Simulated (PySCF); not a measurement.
Excitations are Tamm–Dancoff values on a coarser integration grid. The basis has no diffuse functions, so Rydberg states are missing or too high.

Species: C₂H₆O, SMILES `O(C)C` (charge 0, multiplicity 1).

Q: Give the HOMO–LUMO gap, dipole moment, brightest of the four lowest singlets (TDA), T1 excitation (TDA) and HOMO at the level TPSSh-D3(BJ)/def2-TZVP // PBE0-D3(BJ)/def2-SVP run with PySCF.

A: 
```
Property                                       Result
-------------------------------------------  --------
HOMO–LUMO gap                                 7.73 eV
dipole moment                                  1.13 D
brightest of the four lowest singlets (TDA)   7.20 eV
T1 excitation (TDA)                           6.97 eV
HOMO                                         -6.58 eV
```
